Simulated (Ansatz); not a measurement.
Ansatz (a program for electronic structure) input (PBE0/6-311++G(2d,2p)): A basis named .json is the Basis Set Exchange file of that set (core-valence sets with the plain set on hydrogen).

Ansatz 0.2 input:
```yaml
crystal:
  periodic: [false, false, false]
  atoms:
    - {symbol: O, position_ang: [0.05728725, 0.81312084, -0.03996413]}
    - {symbol: O, position_ang: [0.04221979, -0.70897730, -0.01520246]}
    - {symbol: H, position_ang: [-0.79605634, -0.83314830, 0.44133267]}
basis:
  gaussian:
    orbitals: 6-311++G_2d_2p_.json
hamiltonian:
  xc: {name: PBE0}
total_charge: -1
magnetization: {spin_polarized: false}
```

Output:

```
Functional definition: PBE0
integrals: 0.01 GiB planned
446 factors; their error is unknown
mean field: 0.12 GiB planned
mean field evaluation 1: about -4103.1225 eV, gradient 2.6e1 eV
mean field evaluation 2: about -4102.0363 eV, gradient 3.7e1 eV
mean field evaluation 4: about -4104.2571 eV, gradient 3.7e0 eV
mean field evaluation 8: about -4104.2633 eV, gradient 1.0e-2 eV
mean field -4104.26329464 eV, -150.8288941084 hartree, gradient 1.2e-5 eV, S^2 0.000000; 0 other end points of the search recorded, 0 dependent functions left out
reference -4104.26332085 eV, -150.8288950715 hartree; 9, 9 occupied and 55, 55 virtual orbitals, 446 factors
Total energy: -4104.26332085 eV, -150.8288950715 hartree
```
